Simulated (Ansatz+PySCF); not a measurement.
# doublet C2H4(-): levels of theory in one basis

```csv
atom,x (Å),y (Å),z (Å)
C,0.0000,0.0000,-0.6653
C,0.0000,0.0000,0.6653
H,0.0000,-0.9311,-1.2403
H,0.0000,0.9311,-1.2403
H,0.0000,-0.9311,1.2403
H,0.0000,0.9311,1.2403
```

Basis set: aug-cc-pVDZ (spherical functions). Correlated methods keep 2 orbitals frozen. Correlation on ROHF uses semicanonical orbitals with singles. Charge -1, multiplicity 2.

Computed with Ansatz (development build ahead of 0.2.0); each method stands on the lowest determinant of its kind that the runs found. NEVPT2 correlates all electrons. Active spaces start from the frontier orbitals, and the lowest solution found is given.

```csv
method,E − E(ROHF) (eV),<S²> of the determinant
ROHF,0.00,0.75
UHF,0.00,0.75
ROHF-MP2,-7.94,–
UHF-MP2,-7.94,0.75
"CASSCF(3,3)",-0.73,–
"CASSCF(3,2)",0.00,–
"SC-NEVPT2(3,2)",-7.94,–
```

(1) What does SC-NEVPT2(3,3) give on the same scale?

(2) Is a single determinant a sound starting point here?

Results:

(1) -8.16 eV. NEVPT2 here correlates all electrons, so it doesn't share the others' frozen core.

(2) By this sign, yes. Unrestricted orbitals gain 0.00 eV and <S²> is 0.75 against 0.75 for a pure state. The CASSCF(3,3) natural occupations are 1.92, 1.00, 0.08. The CASSCF(3,2) natural occupations are 2.00, 1.00.

Caution for CASSCF(3,3): other starts end on other solutions of this active space.
